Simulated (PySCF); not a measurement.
**Which functional comes closest?**

Molecule: 2,2-difluoropropane (CC(C)(F)F, C$_{3}$H$_{6}$F$_{2}$).

Mapped SMILES: `[CH3:1][C:2]([CH3:3])([F:4])[F:5]`. Each H is labelled by its parent atom.

Geometry PBE0-D3(BJ)/def2-SVP throughout; GIAO in PySCF, gas phase, one conformer, non-relativistic; equivalent atoms averaged; basis pcSseg-2.

Reference values (measured; G. Saielli, R. Bini, A. Bagno, Computational 19F NMR. 2. Organic compounds, RSC Adv. 2014, ESI (exp. from Berger-Braun-Kalinowski 1994 and Everett 1995)): δ(F4/F5) = -84.5 ppm vs CFCl3. Computed shifts are taken against CFCl3, calculated as an isolated molecule at each level.

How do the functionals HF, LDA, PBE, BLYP, BP86, OPBE, KT2, KT3, B97-D, B3LYP, PBE0, mPW1PW91, WP04, B97-2, BHandHLYP, CAM-B3LYP, wB97X-D, LC-wPBE perform against the reference? Times are CPU seconds on shared hosts with different chips, so compare them loosely; the GGAs took longer than the global hybrids here, which isn't the general rule, and the cause wasn't traced.

## Answers


| functional | kind | F4/F5 | abs. error F | core-s |
| --- | --- | --- | --- | --- |
| HF | Hartree–Fock | -77.8 | 6.7 | 12 |
| LDA | LDA | -117.1 | 32.6 | 27 |
| PBE | GGA | -118.3 | 33.8 | 32 |
| BLYP | GGA | -118.5 | 34.0 | 34 |
| BP86 | GGA | -118.9 | 34.4 | 32 |
| OPBE | GGA | -116.6 | 32.1 | 34 |
| KT2 | GGA | -124.4 | 39.9 | 34 |
| KT3 | GGA | -121.3 | 36.8 | 30 |
| B97-D | GGA | -116.9 | 32.4 | 34 |
| B3LYP | global hybrid | -106.1 | 21.6 | 22 |
| PBE0 | global hybrid | -103.5 | 19.0 | 22 |
| mPW1PW91 | global hybrid | -103.5 | 19.0 | 22 |
| WP04 | global hybrid | -106.6 | 22.1 | 23 |
| B97-2 | global hybrid | -104.9 | 20.4 | 23 |
| BHandHLYP | global hybrid | -92.6 | 8.1 | 23 |
| CAM-B3LYP | range-separated hybrid | -94.9 | 10.4 | 31 |
| wB97X-D | range-separated hybrid | -97.3 | 12.8 | 29 |
| LC-wPBE | range-separated hybrid | -84.0 | 0.5 | 38 |

For ¹⁹F the closest is LC-wPBE (0.5 ppm) and the furthest KT2 (39.9 ppm). One molecule is a small sample, and vibrational and solvent effects are absent from the calculation.
